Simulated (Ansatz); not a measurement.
The parent structure is Ta in the bcc (W type) structure (space group Im-3m, No. 229; a = 3.282 Å).

The values are results of PBEsol, PAW, 420 eV (Ansatz, an electronic-structure program; no SOC), not measurements.

| level | lattice parameter a |
|---|---|
| PBEsol | 3.282 Å |

**Question.** From these computed values, estimate the measured ones, and say how each level misses.

**Answer.** Measured: lattice parameter a 3.299 Å (static lattice; corrected from measurement; as listed in Daniel Mejia-Rodriguez, S. B. Trickey, Phys. Rev. B (2018)). Computed minus measured — lattice parameter a: PBEsol -0.5 %.

Stability against distortions was not tested. The final runs are not spin-polarised.
